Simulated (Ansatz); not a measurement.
Geometry optimisation, RKS PBE/def2-SVP (Ansatz).

The input (input.yaml):

```yaml
crystal:
  periodic: [false, false, false]
  atoms:
    - { symbol: Si, position_ang: [0.0, 0.0, 0.0] }
    - { symbol: "N", position_ang: [0.0, 0.0, 2.17] }
    - { symbol: H, position_ang: [-0.877, -0.2713, 2.7] }
    - { symbol: H, position_ang: [0.877, 0.2713, 2.7] }
    - { symbol: H, position_ang: [1.3768, 0.0, -0.4862] }
    - { symbol: H, position_ang: [-0.6877, 1.1914, -0.4862] }
    - { symbol: H, position_ang: [-0.6877, -1.1914, -0.4862] }
    - { symbol: F, position_ang: [0.9864, -1.498, 0.596] }
    - { symbol: H, position_ang: [0.6732, -1.0222, 1.6919] }
basis:
  gaussian: { orbitals: def2-SVP }
hamiltonian:
  xc: pbe
relax:
  f_tol: 0.15
  max_steps: 25
  restrain:
    - { distance: [0, 7], at: 2.79, k: 30.0 }
    - { distance: [8, 1], at: 2.26, k: 30.0 }
    - { distance: [0, 1], at: 1.82, k: 30.0 }
    - { distance: [8, 7], at: 0.92, k: 30.0 }
```

Run as:

```bash
$ ansatz run input.yaml --threads 1 --pin off --max-ram 2048MiB --backend cpu --events-out ev --progress --plain --runs-dir out
```

Where does it end, and by what steps?

The forces met the threshold. The restraints hold the end off the free minimum. After 11 steps the energy has fallen by 1.909 eV (the restraints' own energy left out); H9 moved furthest, 0.95 Å. Parted: Si1–F8 (1.89 → 2.80 Å). Joined: F8–H9 (1.24 → 0.93 Å).

```
step  energy less start (eV)  largest force component (eV/Å)  accepted
   0                  0.0000                           2.014       yes
   1                 -0.3386                           2.480       yes
   2                 -0.5269                           3.421       yes
   3                 -1.0058                           2.650       yes
   4                 -1.6797                           0.879       yes
   5                 -1.7209                           0.769       yes
   6                 -1.7046                           1.695        no
   7                 -1.7844                           0.781       yes
   8                 -1.8409                           0.683       yes
   9                 -1.8944                           0.593       yes
  10                 -1.9009                           0.698       yes
  11                 -1.9094                           0.588       yes
```

```xyz
9
Properties=species:S:1:pos:R:3
Si -0.071 0.146 0.182
N -0.012 0.041 1.981
H -0.928 0.004 2.442
H 0.541 0.781 2.428
H 1.337 0.250 -0.316
H -0.806 1.382 -0.297
H -0.826 -1.040 -0.332
F 1.338 -2.210 0.738
H 1.086 -1.873 1.572
```

The run took 23 s on 1 thread of Arm Neoverse V2, on a shared host, peak memory 0.13 GiB.
